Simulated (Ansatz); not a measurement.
The inner images of a band of CH4BS (7 atoms, charge 0, multiplicity 2) are given out of order.

The calculation used Ansatz, UKS PBE-D4/STO-3G.

Initial state:

```xyz
7
Properties=species:S:1:pos:R:3
C -0.875 0.447 -0.156
B 0.217 -0.603 0.270
S 1.935 -0.414 0.036
H -1.575 -0.003 -0.889
H -0.484 1.381 -0.608
H -1.498 0.737 0.713
H 2.340 -1.613 0.588
```

Final state:

```xyz
7
Properties=species:S:1:pos:R:3
C -0.636 0.308 -0.109
B 0.740 -0.450 0.152
S 2.276 0.163 -0.266
H -1.282 -0.306 -0.767
H -0.533 1.307 -0.570
H -1.188 0.425 0.844
H 0.685 -1.515 0.670
```

Question: Put them in order from the first end to the last, with their energies above the first end.
A.
```xyz
7
Properties=species:S:1:pos:R:3
C -0.759 0.400 -0.101
B 0.565 -0.491 0.204
S 2.211 -0.393 -0.276
H -1.517 -0.153 -0.696
H -0.522 1.320 -0.688
H -1.288 0.745 0.812
H 1.371 -1.495 0.699
```
B.
```xyz
7
Properties=species:S:1:pos:R:3
C -0.734 0.365 -0.090
B 0.640 -0.492 0.186
S 2.252 -0.274 -0.326
H -1.489 -0.173 -0.706
H -0.516 1.303 -0.658
H -1.286 0.696 0.818
H 1.195 -1.492 0.729
```
C.
```xyz
7
Properties=species:S:1:pos:R:3
C -0.817 0.447 -0.148
B 0.383 -0.447 0.207
S 2.109 -0.430 -0.076
H -1.500 -0.136 -0.798
H -0.582 1.401 -0.652
H -1.385 0.664 0.778
H 1.854 -1.568 0.643
```
D.
```xyz
7
Properties=species:S:1:pos:R:3
C -0.667 0.317 -0.094
B 0.719 -0.463 0.158
S 2.285 0.021 -0.328
H -1.353 -0.237 -0.772
H -0.509 1.308 -0.561
H -1.255 0.495 0.831
H 0.840 -1.509 0.720
```
E.
```xyz
7
Properties=species:S:1:pos:R:3
C -0.702 0.336 -0.087
B 0.689 -0.480 0.166
S 2.280 -0.127 -0.341
H -1.433 -0.198 -0.736
H -0.510 1.301 -0.605
H -1.280 0.603 0.826
H 1.017 -1.503 0.731
```
F.
```xyz
7
Properties=species:S:1:pos:R:3
C -0.852 0.466 -0.161
B 0.310 -0.485 0.230
S 2.030 -0.437 -0.014
H -1.523 -0.083 -0.851
H -0.589 1.433 -0.633
H -1.453 0.675 0.746
H 2.138 -1.638 0.638
```
G.
```xyz
7
Properties=species:S:1:pos:R:3
C -0.783 0.416 -0.121
B 0.476 -0.468 0.205
S 2.184 -0.416 -0.163
H -1.501 -0.149 -0.751
H -0.547 1.358 -0.657
H -1.336 0.687 0.801
H 1.568 -1.495 0.639
```

Answer: F (+0.12 eV), C (+0.64 eV), G (+1.18 eV), A (+0.61 eV), B (-0.42 eV), E (-1.14 eV), D (-1.52 eV).

Time of the run: 2.3 min on 1 thread of Intel(R) Xeon(R) Processor @ 2.70GHz, on a shared host, peak memory 0.11 GiB.
